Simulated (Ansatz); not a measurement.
`FCC(F)CF` → `FCC(F)F` + `[CH2]` (triplet) at 298.15 K and 1 bar (formal loss of a carbene).

Isolated molecules relaxed with PBE0-D4/def2-TZVP in Ansatz; ΔE leaves out vibrations. CCSD(T)/CBS adds triple-zeta CCSD(T) − MP2 to the extrapolated MP2 energy (def2 sets, frozen cores). This one scheme is used for every species. Triplets are unrestricted, without spin–orbit coupling. One conformer a species, not always the lowest.

| species | CCSD(T)/CBS energy (Eh) | H − E (kJ/mol) | S (J/(mol·K)) |
| --- | --- | --- | --- |
| `FCC(F)CF` | -416.52222 | 234.7 | 333.1 |
| `FCC(F)F` | -377.27138 | 156.4 | 302.4 |
| `[CH2]` (triplet) | -39.09499 | 55.4 | 195.3 |

H − E and S are ideal-gas, rigid-rotor, harmonic terms from PBE0-D4/def2-TZVP, for one conformer and one mirror image of each species, with the whole ground term of open shells counted as degenerate. 1 Eh = 2625.50 kJ/mol, R = 8.31446 J/(mol·K).

Q: By hand: ΔE, ΔH, ΔS and ΔG.

A: ΔE = (-377.27138) + (-39.09499) − (-416.52222) = 0.15585 Eh = 409.2 kJ/mol. Δ(H − E) = 156.4 + 55.4 − 234.7 = -22.9, so ΔH = 386.3 kJ/mol. ΔS = 302.4 + 195.3 − 333.1 = 164.6 J/(mol·K). ΔG = 386.3 − 298.15 × (164.6)/1000 = 337.2 kJ/mol.

Q: By hand: the equilibrium constant, and the temperature at which ΔG would vanish if ΔH and ΔS stayed fixed.

A: log₁₀ K = −ΔG/(RT ln 10) = -59.1. ΔG = 0 at ΔH/ΔS = 2347 K.

The number of gas molecules changes by +1, which sets the sign of ΔS. A doubt of 5 kJ/mol in ΔE shifts log₁₀ K by 0.9 here. Other conformers and mirror images would add mixing entropy, several J/(mol·K) or more a flexible species. A triplet takes part, so the spin changes. These are equilibria of isolated gas molecules and say nothing of rates. Largest T1 diagnostic: 0.011 (customary marks: 0.02 for closed shells, 0.045 for open ones).
